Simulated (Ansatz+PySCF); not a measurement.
Values are calculated unless marked as measured or tabulated.
**Several solutions for singlet N4 in separate pieces**

```xyz
4

N     0.0000    0.0000   -0.5489
N     0.0000    0.0000    0.5489
N    30.3406   -0.4083   -0.1360
N    29.6594    0.4083    0.1360
```

Basis set: cc-pVDZ (spherical functions). Charge 0, multiplicity 1.

CASSCF(2,2) was run from several starts with Ansatz (development build ahead of 0.2.0) and PySCF 2.14.0. The starts are those of the Hartree–Fock orbitals from which the active space was taken at the frontier.

| run | program | start | converged | energy (hartree) | <S²> |
| --- | --- | --- | --- | --- | --- |
| A | Ansatz | atomic start, no search | yes | -217.90824 | 0.00 |
| B | PySCF | program defaults | yes | -217.90824 | 0.00 |
| C | Ansatz | stability test followed | yes | -217.90824 | 0.00 |
| D | Ansatz | search for the lowest state | yes | -217.93992 | 0.00 |

**Question.** Which runs reached the lowest solution of this kind, and what is wrong with the others?

**Answer.** D reached the lowest solution found. Converged but too high: A by 0.86 eV, B by 0.86 eV, C by 0.86 eV. Convergence only shows a stationary point; in CASSCF the end hangs on which orbitals enter the active space. Caution: other starts end on other solutions of this active space.
